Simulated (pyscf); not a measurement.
Cl–SiH₂–Si(Cl)(Cl)–Cl (SMILES Cl[SiH2][Si](Cl)(Cl)Cl) -> Cl–Si(Cl)(Cl)–Cl (SMILES Cl[Si](Cl)(Cl)Cl) + SiH₂ (SMILES [SiH2]) [singlet], a 1,1-elimination (singlet surface; Cl–Si, Si–Si broken, Cl–Si formed). Optimised with ωB97X-D3(BJ)/def2-SVP in PySCF. Energies in eV from the reactant's lowest minimum found.

Small-basis levels: PySCF, no dispersion term, spherical d functions. AM1 to PM7: differences of heats of formation from MOPAC. GFN2-xTB: tblite. Cost: rough CPU time at the saddle relative to B3LYP/6-31G*, from one job on a shared machine.

| level | barrier | reaction energy | cost |
|---|---|---|---|
| HF/6-31G* | 3.05 | +2.23 | 0.2 |
| BP86/6-31G* | 2.43 | +2.45 | 2 |
| PBE/6-31G* | 2.42 | +2.56 | 2 |
| B3LYP/STO-3G | 3.43 | +3.92 | 0.6 |
| B3LYP/6-31G* | 2.59 | +2.35 | 1 |
| B3LYP/def2-SVP | 2.41 | +2.29 | 1 |
| GFN2-xTB | 2.20 | +2.45 | under 0.02 |
| PM3 | 1.09 | +2.61 | under 0.02 |
| PM7 | 2.96 | +3.42 | under 0.02 |
| ωB97M-D3(BJ)/def2-TZVP | 2.27 | +2.34 | – |

Against the last row the barrier runs from -1.17 (PM3) to +1.16 eV (B3LYP/STO-3G). ωB97M-D3(BJ)/def2-TZVP has limits of its own. On the product side the descent ends in a bound adduct, 0.42 eV under the separated species and 0.10 eV under the saddle at ωB97X-D3(BJ)/def2-TZVP. At ωB97M-D3(BJ) the saddle lies under the separated products, which points to a path from their complex (located at ωB97X-D3(BJ) alone), and parting the products costs more than the saddle. At ωB97X-D3(BJ) the barrier from the zero used here is 2.43 eV. This is the saddle that the search found; another between the same sides may lie lower.
